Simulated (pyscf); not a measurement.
Optimised with ωB97X-D3(BJ)/def2-SVP in PySCF.

H₂C=C(F)–F (SMILES C=C(F)F) + F–C:–F (SMILES F[C]F) [singlet] → C₃H₂F₄ (SMILES FC1(F)CC1(F)F)
Surface: singlet. Broken: none. Formed: C–C, C–C. Give ΔE‡ and ΔE from ωB97X-D3(BJ)/def2-TZVP, relative to the separated reactants.

ΔE‡ = 13.9 kcal/mol, ΔE = -42.7 kcal/mol. ωB97M-D3(BJ)/def2-TZVP gives 14.6 kcal/mol and -38.0 kcal/mol. Zero-point energy shifts the barrier by +0.9 kcal/mol. It is a cycloaddition, with an imaginary mode of 522i cm⁻¹. cyclic C₃H₂F₄ (SMILES FC1(F)CC1(F)F) lies 7.7 kcal/mol over its isomer F–CH=C(F)–CH(F)–F, and others may lie lower still (electronic energy, ωB97M-D3(BJ)). One saddle was located; it need not be the lowest between these sides. One closed-shell reference is unstable to symmetry breaking; treat the single-reference values with care.
